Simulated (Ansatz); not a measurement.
How well does each level of theory give the elastic constant C11 of wurtzite AlN?

Reference value: 410 GPa (measured, temperature not stated, not corrected to a static lattice; as tabulated in Oses et al. (2018), arXiv:1811.08464).

**Question.** What do PBE, PBE-D3(BJ), r²SCAN, PBE0, Hartree–Fock give, and how far is each from the reference?

**Answer.** 
```
level (code)           value (GPa)  cell (Å³/atom)  difference (%)
---------------------  -----------  --------------  --------------
PBE (Ansatz)                   373           10.65            -9.0
PBE-D3(BJ) (Ansatz)            382           10.42            -6.8
r²SCAN (Ansatz)                409           10.40            -0.2
PBE0 (Ansatz)                  408           10.37            -0.5
Hartree–Fock (Ansatz)          465           10.34           +13.4
```

The reference's temperature isn't stated, so close values are not ranked against it.

The measured value isn't corrected to a static lattice, so vibrations enter the comparison. A static lattice is as a rule stiffer than a warm one, by over a tenth in soft solids.  PBE-D3(BJ): the dispersion coefficients are held fixed in the derivatives. Each level is taken at its own relaxed cell. Cutoffs and k meshes differ between the levels. Ansatz's density-functional and Hartree–Fock values are scalar-relativistic unless marked +SOC, with PAW data made under PBE.

Differences are worked out from the printed values.

Ansatz is an electronic-structure program.
